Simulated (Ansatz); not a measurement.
# AlBH4Mg: single points off equilibrium

The task here is to estimate one member of a computed series from the others.

Program: Ansatz 0.2.0, Gaussian basis. Level of theory: single points in def2-TZVPP. These are calculated values, not measurements.

Correlated methods freeze the cores. The outer core shell of Li, Na, Mg and K is correlated.

### The system as given

SMILES `[BH2][AlH][MgH]`, 7 atoms, charge 0, spin multiplicity 1.

Atoms are counted from 1 here; the program's logs count them from 0.

Bond lengths: B1–Al2 1.958 Å, B1–H4 1.279 Å, B1–H5 1.307 Å, Al2–H6 1.573 Å, Mg3–H7 1.639 Å. Angles: Al2–B1–H4 120.3°, Al2–B1–H5 127.0°, H4–B1–H5 103.7°, B1–Al2–H6 139.1°.

As a file:

```
B    -1.59090    0.74770   -0.64870
Al    0.03990    0.45400    0.39510
Mg    1.88330   -1.44920    0.09910
H    -1.51730    1.09040   -1.87840
H    -2.70020    0.05950   -0.58580
H     0.73410    1.00300    1.69550
H     3.22410   -2.00090    0.86340
```

The first run:

Input file run/in.yaml:

```yaml
crystal:
  periodic: [false, false, false]
  atoms:
    - {symbol: B, position_ang: [-1.590900, 0.747700, -0.648700]}
    - {symbol: Al, position_ang: [0.039900, 0.454000, 0.395100]}
    - {symbol: Mg, position_ang: [1.883300, -1.449200, 0.099100]}
    - {symbol: H, position_ang: [-1.517300, 1.090400, -1.878400]}
    - {symbol: H, position_ang: [-2.700200, 0.059500, -0.585800]}
    - {symbol: H, position_ang: [0.734100, 1.003000, 1.695500]}
    - {symbol: H, position_ang: [3.224100, -2.000900, 0.863400]}
basis:
  gaussian: {orbitals: def2-TZVPP}
correlation: {method: ccsd_t}
output: {forces: true}
```

No record of the launch command was kept for these runs.

Among the steps run: CCSD(T)/def2-TZVPP; PBE0-D4/def2-TZVPP; wB97M-V/def2-TZVPP; r2SCAN-D4/def2-TZVPP; PBE-D4/def2-TZVPP; BLYP-D4/def2-TZVPP; SPW92/def2-TZVPP.

One table of the session follows, with a row left open; its other results are not shown here.

```
   method  RMS force component (eV/Å)  angle to CCSD(T) forces (°)  dipole (D)
  CCSD(T)                       1.086                    reference        1.53
  PBE0-D4                       1.018                          4.9        1.47
  wB97M-V                           ?                            ?           ?
r2SCAN-D4                       0.982                          6.8        1.55
   PBE-D4                       0.919                          8.9        1.55
  BLYP-D4                       0.955                          6.3        1.45
    SPW92                       0.842                         13.3        1.64
```

Q: Estimate the row for wB97M-V from the others.

The run gave: RMS force component (eV/Å): 1.078; angle to CCSD(T) forces (°): 3.7; dipole (D): 1.48. In the column «RMS force component (eV/Å)» it lies between PBE0-D4 (1.018) and CCSD(T) (1.086).
